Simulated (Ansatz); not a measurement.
# Nudged elastic band run: BH6NO

Input:

```yaml
crystal:
  periodic: [false, false, false]
  atoms:
    - { symbol: B, position_ang: [0.076487, -0.330879, 0.304533] }
    - { symbol: "N", position_ang: [0.08842, -0.378397, 1.701013] }
    - { symbol: H, position_ang: [-0.733682, -0.55933, 2.258919] }
    - { symbol: H, position_ang: [0.940121, -0.349241, 2.243281] }
    - { symbol: H, position_ang: [1.110683, -0.203466, -0.282076] }
    - { symbol: H, position_ang: [-0.977256, -0.438187, -0.259578] }
    - { symbol: O, position_ang: [-0.437225, 2.603002, 0.6116] }
    - { symbol: H, position_ang: [-1.281338, 2.38308, 0.198751] }
    - { symbol: H, position_ang: [-0.295811, 1.873118, 1.231356] }
basis:
  gaussian: { orbitals: "6-31G*" }
hamiltonian:
  xc: pbe0
neb:
  order_check: false
  images: 9
  f_tol: 0.05
  max_iterations: 60
  final_atoms:
    - { symbol: B, position_ang: [-0.10120048, 0.48813969, 0.15159453] }
    - { symbol: "N", position_ang: [0.09071371, 0.15064119, 1.80932896] }
    - { symbol: H, position_ang: [-0.80043781, 0.13897214, 2.30239545] }
    - { symbol: H, position_ang: [0.56341119, -0.73679056, 1.97143161] }
    - { symbol: H, position_ang: [1.04039454, 0.34905801, -0.25032971] }
    - { symbol: H, position_ang: [-0.87850965, -0.38041137, -0.21548499] }
    - { symbol: O, position_ang: [-0.56806401, 1.84021148, 0.10764906] }
    - { symbol: H, position_ang: [-1.51013282, 1.85289157, -0.08225065] }
    - { symbol: H, position_ang: [0.65422432, 0.89698786, 2.21346474] }
  initial_path:
    images:
      - { positions_ang: [[0.076487, -0.330879, 0.304533], [0.08842, -0.378397, 1.701013], [-0.733682, -0.55933, 2.258919], [0.940121, -0.349241, 2.243281], [1.110683, -0.203466, -0.282076], [-0.977256, -0.438187, -0.259578], [-0.437225, 2.603002, 0.6116], [-1.281338, 2.38308, 0.198751], [-0.295811, 1.873118, 1.231356]] }
      - { positions_ang: [[0.05965722, -0.26411965, 0.24301093], [0.07042706, -0.30403797, 1.74018819], [-0.76281309, -0.50193171, 2.29281382], [0.92802895, -0.22862801, 2.27969801], [1.09272078, -0.16352089, -0.34594735], [-0.98981019, -0.34744196, -0.32660257], [-0.39072849, 2.40454689, 0.5982445], [-1.25329533, 2.29163623, 0.22608329], [-0.26378792, 1.71319708, 1.30031018]] }
      - { positions_ang: [[0.04282745, -0.1973603, 0.18148886], [0.05243411, -0.22967894, 1.77936339], [-0.79194418, -0.44453342, 2.32670863], [0.9159369, -0.10801502, 2.31611502], [1.07475856, -0.12357578, -0.4098187], [-1.00236438, -0.25669692, -0.39362713], [-0.34423198, 2.20609178, 0.584889], [-1.22525265, 2.20019246, 0.25341558], [-0.23176483, 1.55327615, 1.36926435]] }
      - { positions_ang: [[0.02599767, -0.13060096, 0.1199668], [0.03444117, -0.1553199, 1.81853858], [-0.82107526, -0.38713513, 2.36060345], [0.90384485, 0.01259797, 2.35253203], [1.05679634, -0.08363067, -0.47369004], [-1.01491856, -0.16595189, -0.4606517], [-0.29773547, 2.00763666, 0.5715335], [-1.19720998, 2.10874869, 0.28074787], [-0.19974175, 1.39335523, 1.43821853]] }
      - { positions_ang: [[0.00916789, -0.06384161, 0.05844473], [0.01644823, -0.08096087, 1.85771377], [-0.85020635, -0.32973683, 2.39449826], [0.8917528, 0.13321096, 2.38894904], [1.03883412, -0.04368556, -0.53756139], [-1.02747275, -0.07520685, -0.52767627], [-0.25123896, 1.80918155, 0.558178], [-1.16916731, 2.01730492, 0.30808016], [-0.16771867, 1.2334343, 1.50717271]] }
      - { positions_ang: [[-0.00766188, 0.00291774, -0.00307734], [-0.00154471, -0.00660184, 1.89688896], [-0.87933744, -0.27233854, 2.42839308], [0.87966075, 0.25382395, 2.42536605], [1.0208719, -0.00374046, -0.60143274], [-1.04002694, 0.01553819, -0.59470084], [-0.20474245, 1.61072644, 0.5448225], [-1.14112464, 1.92586115, 0.33541244], [-0.13569559, 1.07351338, 1.57612689]] }
      - { positions_ang: [[-0.0263696, 0.09996213, 0.02785703], [0.01690697, 0.02484677, 1.87937696], [-0.86355751, -0.19007641, 2.40319355], [0.81641084, 0.05570104, 2.33457916], [1.02477643, 0.06681924, -0.53121213], [-1.00772348, -0.06365172, -0.51885767], [-0.27740676, 1.65662345, 0.45738781], [-1.21492627, 1.91126723, 0.25187983], [0.02228839, 1.03820827, 1.70359446]] }
      - { positions_ang: [[-0.04507732, 0.19700652, 0.05879141], [0.03535866, 0.05629537, 1.86186496], [-0.84777759, -0.10781427, 2.37799402], [0.75316092, -0.14242186, 2.24379228], [1.02868096, 0.13737893, -0.46099153], [-0.97542002, -0.14284163, -0.4430145], [-0.35007108, 1.70252046, 0.36995312], [-1.28872791, 1.89667331, 0.16834721], [0.18027238, 1.00290317, 1.83106203]] }
      - { positions_ang: [[-0.06378504, 0.29405091, 0.08972578], [0.05381034, 0.08774398, 1.84435296], [-0.83199766, -0.02555214, 2.3527945], [0.68991101, -0.34054476, 2.15300539], [1.03258549, 0.20793863, -0.39077092], [-0.94311657, -0.22203155, -0.36717133], [-0.42273539, 1.74841746, 0.28251843], [-1.36252954, 1.8820794, 0.08481459], [0.33825636, 0.96759807, 1.9585296]] }
      - { positions_ang: [[-0.08249276, 0.3910953, 0.12066015], [0.07226203, 0.11919258, 1.82684096], [-0.81621773, 0.05671, 2.32759497], [0.6266611, -0.53866766, 2.0622185], [1.03649001, 0.27849832, -0.32055031], [-0.91081311, -0.30122146, -0.29132816], [-0.4953997, 1.79431447, 0.19508375], [-1.43633118, 1.86748548, 0.00128197], [0.49624034, 0.93229297, 2.08599717]] }
      - { positions_ang: [[-0.10120048, 0.48813969, 0.15159453], [0.09071371, 0.15064119, 1.80932896], [-0.80043781, 0.13897214, 2.30239545], [0.56341119, -0.73679056, 1.97143161], [1.04039454, 0.34905801, -0.25032971], [-0.87850965, -0.38041137, -0.21548499], [-0.56806401, 1.84021148, 0.10764906], [-1.51013282, 1.85289157, -0.08225065], [0.65422432, 0.89698786, 2.21346474]] }
```

Run as:

```bash
$ ansatz run input.yaml --threads 1 --pin off --max-ram 2048MiB --backend cpu --events-out ev --progress --plain --runs-dir out
```

Output, in part (warnings, iteration lines, the closing report on the highest movable image, with atoms numbered from 0):

```
NEB end point (image 0): max|allowed force component| = 1.738e-2 eV/Å (the criterion of neb.relax_end_points is 1.000e-2)
NEB end point (image 10): max|allowed force component| = 9.275e-3 eV/Å (the criterion of neb.relax_end_points is 1.000e-2)
NEB iter   1: max|band force component| = 1.290e1 eV/Å  barrier→ = 2.6255 eV  barrier← = 3.2838 eV  Δτ_max = 0.1961 Å  (244 SCF iters)
NEB iter   2: max|band force component| = 1.993e0 eV/Å  barrier→ = 1.1772 eV  barrier← = 1.8355 eV  Δτ_max = 0.2000 Å  (241 SCF iters)
NEB iter   3: max|band force component| = 2.854e0 eV/Å  barrier→ = 0.6623 eV  barrier← = 1.3206 eV  Δτ_max = 0.1000 Å  (237 SCF iters)
NEB iter   4: max|band force component| = 1.150e0 eV/Å  barrier→ = 0.4124 eV  barrier← = 1.0707 eV  Δτ_max = 0.1404 Å  (222 SCF iters)
NEB iter   5: max|band force component| = 5.343e-1 eV/Å  barrier→ = 0.3698 eV  barrier← = 1.0281 eV  Δτ_max = 0.2000 Å  (213 SCF iters)
NEB iter   6: max|band force component| = 8.731e-1 eV/Å  barrier→ = 0.3642 eV  barrier← = 1.0225 eV  Δτ_max = 0.0764 Å  (223 SCF iters)
NEB iter   7: max|band force component| = 2.460e-1 eV/Å  barrier→ = 0.3302 eV  barrier← = 0.9885 eV  CI = image 4  Δτ_max = 0.0419 Å  (206 SCF iters)
NEB iter   8: max|band force component| = 1.556e-1 eV/Å  barrier→ = 0.3397 eV  barrier← = 0.9980 eV  CI = image 4  Δτ_max = 0.0190 Å  (204 SCF iters)
NEB iter   9: max|band force component| = 7.490e-2 eV/Å  barrier→ = 0.3389 eV  barrier← = 0.9972 eV  CI = image 4  Δτ_max = 0.0221 Å  (192 SCF iters)
NEB iter  10: max|band force component| = 9.696e-2 eV/Å  barrier→ = 0.3386 eV  barrier← = 0.9969 eV  CI = image 4  Δτ_max = 0.0095 Å  (193 SCF iters)
NEB iter  11: max|band force component| = 4.293e-2 eV/Å  barrier→ = 0.3385 eV  barrier← = 0.9968 eV  CI = image 4  Δτ_max = 0.0000 Å  (387 SCF iters)
Total energy: -4306.02412329 eV, -158.2434678030 hartree
Atom 0 at    -0.038916     0.213065     0.250188 Å, force    -0.006814     0.007624     0.005765 eV/Å
Atom 1 at    -0.006093     0.058908     1.806663 Å, force     0.023610     0.009958    -0.011601 eV/Å
Atom 2 at    -0.738961    -0.494569     2.234788 Å, force    -0.009980     0.000040     0.000951 eV/Å
Atom 3 at     0.887712    -0.184248     2.218763 Å, force    -0.000182    -0.009121     0.008745 eV/Å
Atom 4 at     1.015088     0.002677    -0.289732 Å, force    -0.000424    -0.001848     0.000367 eV/Å
Atom 5 at    -1.031825    -0.259475    -0.251697 Å, force     0.002221    -0.004871    -0.003203 eV/Å
Atom 6 at    -0.232981     1.818502     0.406601 Å, force    -0.024416    -0.001411    -0.002613 eV/Å
Atom 7 at    -1.131792     2.065391     0.145596 Å, force     0.013056     0.004603    -0.003677 eV/Å
Atom 8 at    -0.231834     1.379451     1.486628 Å, force     0.002930    -0.004974     0.005266 eV/Å
Dipole moment:    -0.308335     0.041312     0.490910 e Å
```

The run converged. A vibrational analysis at the climbing image gives one clearly imaginary mode, 1144i cm⁻¹: a first-order saddle point. The orbitals stay closed-shell, which can raise the energy where a bond breaks towards radicals; this wasn't checked here.

Final band (atoms are numbered from 1 in the order of the input):

| image | path coordinate (Å) | energy (eV) | O7–H9 (Å) | B1–O7 (Å) | N2–H9 (Å) |
| --- | --- | --- | --- | --- | --- |
| 0 | 0.00 | 0.00 | 0.97 | 2.99 | 2.33 |
| 1 | 0.39 | 0.02 | 0.97 | 2.65 | 2.31 |
| 2 | 0.79 | 0.08 | 0.97 | 2.19 | 2.14 |
| 3 | 1.18 | 0.17 | 1.00 | 1.80 | 1.81 |
| 4 | 1.57 | 0.34 | 1.17 | 1.62 | 1.38 |
| 5 | 1.95 | -0.16 | 1.58 | 1.51 | 1.09 |
| 6 | 2.32 | -0.54 | 2.03 | 1.45 | 1.02 |
| 7 | 2.70 | -0.61 | 2.33 | 1.43 | 1.02 |
| 8 | 3.07 | -0.63 | 2.40 | 1.43 | 1.02 |
| 9 | 3.45 | -0.65 | 2.49 | 1.43 | 1.02 |
| 10 | 3.82 | -0.66 | 2.61 | 1.43 | 1.02 |

Run time: 2.9 min on 1 thread of Arm Neoverse V1 (shared host), peak memory 0.11 GiB.
